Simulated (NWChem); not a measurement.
System: CH$_{3}$O cation; SMILES C=[OH+]

Input file for NWChem:

```
start job
memory heap 200 mb stack 700 mb global 900 mb
charge 1
geometry units angstroms noautoz
  C     -0.008535     0.622070     0.000000
  O     -0.117472    -0.626634     0.000000
  H     -0.963394     1.189434     0.000000
  H      0.981145     1.131150     0.000000
  H      0.739593    -1.136317     0.000000
end
basis spherical
  * library def2-svp
end
dft
  xc xperdew91 perdew91
  iterations 150
  mulliken
end
task dft energy
```

All runs use the structure optimised with PBE-D3(BJ)/def2-SVP.

What results follow from this input? (PW91/def2-SVP.) Quantities: energy (Ha); highest occupied level (eV); orbital gap (eV).


```json
{
 "energy (Ha)": "-114.66",
 "highest occupied level (eV)": "-16.80",
 "orbital gap (eV)": "5.36"
}
```
